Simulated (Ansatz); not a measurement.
One starting cell of W (a generated cell, W placed in the AFLOW prototype A_oP8_62_2c (A_c)) was relaxed twice with Ansatz (plane waves, PAW, scalar-relativistic): with r2SCAN at 500 eV and with PBE at 420 eV. The r2SCAN result:

```
CELL_PARAMETERS angstrom
     -1.58492     1.58492     1.58492
      1.58492    -1.58492     1.58492
      1.58492     1.58492    -1.58492
ATOMIC_POSITIONS crystal
  W  0.00000 0.00000 0.00000
```

```json
[
 {"quantity": "space group", "r2SCAN": "Im-3m", "PBE": "Im-3m"},
 {"quantity": "volume (Å³/atom)", "r2SCAN": "15.93", "PBE": "?"},
 {"quantity": "a (Å)", "r2SCAN": "3.170", "PBE": "?"},
 {"quantity": "gap (eV, no spin-orbit coupling)", "r2SCAN": "0.00", "PBE": "?"}
]
```

Problem. What does PBE give for the same quantities?

Solution. 
- volume (Å³/atom), PBE: 16.13
- a (Å), PBE: 3.184
- gap (eV, no spin-orbit coupling), PBE: 0.00

Both levels end in the same structure; PBE's volume is 1.3 % larger. Neither column is exact.

No spin polarisation in the result.

Measured for W: a 3.16 Å (static lattice; corrected from measurement; as listed in Daniel Mejia-Rodriguez, S. B. Trickey, Phys. Rev. B (2018)). Computed minus measured — a: r2SCAN +0.3 %, PBE +0.7 %. The computed values are for a static lattice.

The run could not lose the symmetry of its start; a randomly shaken copy of 2 atoms returns to this structure.

Ansatz is a quantum-chemistry and plane-wave program.
